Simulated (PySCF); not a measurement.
Computed properties of formamide (CH3NO), SMILES NC=O

formamide (CH₃NO), SMILES NC=O. The structure is a stationary point at B3LYP-D3(BJ)/def2-TZVP. The values are those of a single conformer. All values are computed for the isolated molecule unless a solvent is named; none is compared with measurement here.

**Structure.** The optimised structure has Cs symmetry. All 12 harmonic modes at B3LYP-D3(BJ)/def2-TZVP (PySCF) are real, so it is a minimum. With heavy atoms numbered as in [NH2:1][CH:2]=[O:3], the shortest bond between them is C2–O3 at 1.209 Å and the longest N1–C2 at 1.356 Å.

**Vibrations.** The strongest infrared lines (harmonic, unscaled, degenerate partners summed) lie at 1796 cm⁻¹ (411 km/mol, C 62 %, O 30 %), 240 cm⁻¹ (216 km/mol, H 81 %, N 18 %), 1269 cm⁻¹ (106 km/mol, C 44 %, H 30 %, N 25 %). The softest mode is at 240 cm⁻¹ and the zero-point energy is 28.4 kcal/mol.

**Electronic structure.** M06-2X/def2-TZVPD (PySCF) places the frontier levels at -9.38 and 0.27 eV, a gap of 9.65 eV, and gives a dipole moment of 3.99 D and a mean polarisability of 27.0 bohr³. PBE/def2-TZVPD (PySCF) at the same geometry gives -6.04 and -0.78 eV, so its gap is 4.39 eV narrower. An orbital gap is neither the optical nor the fundamental gap.

**Excitations.** TDDFT-M06-2X/def2-SVPD (PySCF) has S1 at 5.42 eV (229 nm, f = 0.001, dark); the most intense of the 10 singlets computed lies at 8.05 eV (f = 0.21). T1 (TDA) is at 5.06 eV. TDDFT-PBE/def2-SVPD (PySCF) puts S1 at 5.46 eV. No vertical singlet excitation falls in the visible range (under 3.1 eV).

**NMR.** GIAO shifts at KT2/pcSseg-2 (PySCF) (non-relativistic, atoms alike by connectivity averaged): ¹³C at 154.8 ppm against TMS; ¹H from 4.7 to 8.4 ppm against TMS.

**Solvation.** SMD-PBE0/def2-SVP (PySCF) gives -7.8 kcal/mol in water, -7.9 kcal/mol in methanol, -6.4 kcal/mol in 1-octanol (1 M in both phases, gas-phase geometry); of these solvents methanol holds the molecule best.
